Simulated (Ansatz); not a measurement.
Molecule (SMILES): [O+]([O-])=O.
Geometry (B3LYP-D3(BJ)/def2-TZVP, fixed):
```xyz
3

O     -0.0102     1.0756    -0.2169
O      0.0093     0.0011     0.4285
O      0.0009    -1.0767    -0.2116
```
Charge 0, spin multiplicity 1.

How fast the dipole moment converges with the basis for several methods (Ansatz, a quantum-chemistry and plane-wave program): deviation from each method's own reference, in D. References: HF 0.789 D, the value in aug-pcseg-3; MP2 0.506 D, the value in aug-pcseg-3; PBE 0.639 D, the value in aug-pcseg-3; PBE0 0.666 D, the value in aug-pcseg-3. Cartesian d functions, on some or all atoms, in 6-31G**; all else is spherical. In correlated methods cores are frozen. The T1 diagnostic of CCSD is high for at least one species. A restricted Hartree-Fock determinant is unstable towards unrestricted orbitals. No added dispersion term, no relativity. The reference of a correlated method is not its basis-set limit, which lies further on.

| basis | functions | HF | MP2 | PBE | PBE0 |
|---|---|---|---|---|---|
| 3-21G | 27 | -0.218 | -0.218 | -0.225 | -0.221 |
| pcseg-1 | 42 | -0.011 | -0.085 | -0.072 | -0.053 |
| 6-31G** | 45 | -0.010 | -0.056 | -0.055 | -0.040 |
| aug-pcseg-1 | 69 | -0.022 | -0.010 | -0.016 | -0.017 |
| aug-cc-pVDZ | 69 | -0.017 | -0.002 | -0.005 | -0.010 |
| 6-311++G(2d,2p) | 81 | 0.041 | 0.020 | 0.020 | 0.026 |
| 6-311++G(3df,3pd) | 117 | -0.004 | -0.004 | -0.002 | -0.003 |
| aug-cc-pVTZ | 138 | 0.000 | 0.001 | 0.002 | 0.001 |

Mean absolute deviation over 6-311++G(2d,2p), 6-311++G(3df,3pd), aug-cc-pVTZ: PBE 0.008, MP2 0.008, PBE0 0.010, HF 0.015 D.
